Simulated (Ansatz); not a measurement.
Ideal-gas functions of ethane (`CC`) at 298.15 K and 1 bar, from an Ansatz frequency run at PBE0-D4/def2-TZVP.

Molar mass 30.07 g/mol, point group D3d (symmetry number 6), electronic degeneracy 1, moments of inertia 6.258, 25.09, 25.09 u Å². Harmonic wavenumbers (cm⁻¹, unscaled): 309, 822, 822, 1026, 1217, 1217, 1399, 1417, 1495, 1495, 1497, 1497, 3049, 3050, 3106, 3106, 3131, 3131.

Use S(trans) = R[1.5 ln M + 2.5 ln T − 1.1517]; rotational temperatures θ = 24.2544 K / I; S(rot) = R[ln(√π/σ · √(T³/θAθBθC)) + 1.5]; for each mode x = 1.438777 ν̃/T, S = R[x/(eˣ − 1) − ln(1 − e⁻ˣ)] and H = RT x/(eˣ − 1); 1 cm⁻¹ = 0.0119627 kJ/mol; R = 8.31446 J/(mol·K).

Question: By hand: the entropy, in J/(mol·K).

Answer: Translation 151.3. Rotation: θ = 3.8757, 0.9667, 0.9667 K, giving 68.0. Vibration, mode by mode: 5.72, 0.80, 0.80, 0.35, 0.16, 0.16, 0.08, 0.07, 0.05, 0.05, 0.05, 0.05, 0.00, 0.00, 0.00, 0.00, 0.00, 0.00, in all 8.3. Electronic 0.0. Sum 227.6 J/(mol·K).

Question: By hand: H − E and G − E in kJ/mol, counted from the electronic energy.

Answer: Zero-point energy ½ × 32786 × 0.0119627 = 196.1; thermal vibration 1.7; translation, rotation and pV give 4 RT = 9.9. H − E = 207.7 kJ/mol, and G − E = 207.7 − 298.15 × 227.6/1000 = 139.8 kJ/mol.

Vibration gives 4 % of the entropy.
